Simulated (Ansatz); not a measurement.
The first iterations of a band of CH4AlF + H2 (9 atoms, charge 0, multiplicity 1).

These are results of Ansatz, RKS B3LYP/def2-mTZVP, not measurements.

- movable images: 7
- climbing image: yes
- spring: 5.0 eV/Å²
- optimiser: quadratic models (default)
- start path: through a guess of the saddle point
- force threshold: 0.05 eV/Å
- iteration limit: 60
- end points: relaxed

Image 0:

```xyz
9
Properties=species:S:1:pos:R:3
Al 0.028 -0.383 -0.053
F 0.077 -0.785 1.563
C 1.717 -0.153 -0.995
H 2.135 -1.121 -1.293
H 1.607 0.438 -1.908
H 2.472 0.329 -0.369
H -1.414 -0.262 -0.681
H -0.029 2.735 1.015
H -0.012 2.284 1.607
```

Image 8:

```xyz
9
Properties=species:S:1:pos:R:3
Al -0.018 0.585 -0.290
F 0.174 0.101 1.836
C 1.707 -0.021 -1.006
H 1.810 -1.109 -0.964
H 1.817 0.258 -2.060
H 2.561 0.412 -0.479
H -1.363 -0.195 -0.607
H -0.161 2.090 0.262
H 0.054 0.962 2.195
```

| iteration | highest image above the first end (eV) | largest band force component (eV/Å) |
| --- | --- | --- |
| 1 | 2.234 | 3.490 |
| 2 | 1.693 | 3.978 |
| 3 | 1.627 | 1.530 |

Question: Does the band converge within its limit, and where does its top end?

Answer: It converged. It ended after 11 iterations with the highest image 1.632 eV above the first end. A vibrational analysis at the climbing image gives one clearly imaginary mode, 513i cm⁻¹: a first-order saddle point. The orbitals stay closed-shell, which can raise the energy where a bond breaks towards radicals; this wasn't checked here.

Time of the run: 2.2 min on 2 threads of Intel(R) Xeon(R) Platinum 8259CL CPU @ 2.50GHz (Skylake/Cascade Lake), with other jobs on the host, peak memory 0.17 GiB.
